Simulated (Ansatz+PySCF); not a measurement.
**doublet SiH₃: levels of theory in one basis**

```yaml
atoms:
  - { symbol: Si, position_ang: [0.0000, 0.0000, 0.0907] }
  - { symbol: H, position_ang: [0.0000, 1.4609, -0.3739] }
  - { symbol: H, position_ang: [1.2652, -0.7305, -0.3739] }
  - { symbol: H, position_ang: [-1.2652, -0.7305, -0.3739] }
```

Basis set: cc-pVTZ on H; cc-pV(T+d)Z on Si (spherical functions). Correlated methods keep 5 orbitals frozen. Correlation on ROHF uses semicanonical orbitals with singles. Charge 0, multiplicity 2.

Computed with Ansatz (development build ahead of 0.2.0); each method stands on the lowest determinant of its kind that the runs found.

```
      method  E − E(ROHF) (eV)  <S²> of the determinant
        ROHF              0.00                     0.75
         UHF             -0.04                     0.75
    ROHF-MP2             -3.21                        –
     UHF-MP2             -3.21                     0.75
ROHF-CCSD(T)             -4.04                        –
 UHF-CCSD(T)             -4.04                     0.75
```

**Question.** What does UHF-CCSD give on the same scale?

**Answer.** -3.94 eV.

**Question.** Is a single determinant a sound starting point here?

**Answer.** By this sign, yes. Unrestricted orbitals gain 0.04 eV and <S²> is 0.75 against 0.75 for a pure state.
